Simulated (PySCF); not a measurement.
## Boron: a sound run and one with changed settings

Sound run: B [He] 2s2 2p1, B⁺ [He] 2s2. Calculation: PySCF 2.14, in aug-cc-pVDZ (4s3p2d, 23 functions); the non-relativistic Hamiltonian (point nucleus). In the sound run the correlated levels freeze 1s2. The sound run starts from symmetry-adapted Hartree-Fock orbitals and uses a fine grid where one is needed.

Changed run: initial guess atom, at most 50 SCF cycles, level shift 0.1 hartree.

```csv
species,method,sound run (hartree),changed run (hartree),converged
B,UHF,-24.53057,-24.53057,yes
B,MN15,-24.62435,-24.62435,yes
B,PBE0,-24.61648,-24.61648,yes
B,MP2,-24.56764,-24.56339,yes
B,CCSD(T),-24.59110,-24.59110,yes
B⁺,UHF,-24.23501,-24.23501,yes
B⁺,MN15,-24.32221,-24.32221,yes
B⁺,PBE0,-24.29814,-24.29814,yes
B⁺,MP2,-24.26767,-24.26361,yes
B⁺,CCSD(T),-24.29369,-24.29369,yes
```

Ionisation energy of B:

| method | sound run (eV) | changed run (eV) |
| --- | --- | --- |
| UHF | 8.043 | 8.043 |
| MN15 | 8.222 | 8.222 |
| PBE0 | 8.663 | 8.663 |
| MP2 | 8.163 | 8.158 |
| SCS-MP2 | 8.127 | 8.127 |
| CCSD | 8.068 | 8.068 |
| CCSD(T) | 8.093 | 8.093 |

A level shift leaves the converged SCF energy unchanged but raises the virtual orbital energies, which shrinks MP2 if it is not removed.

For comparison, NIST gives 8.298 eV between the lowest levels.
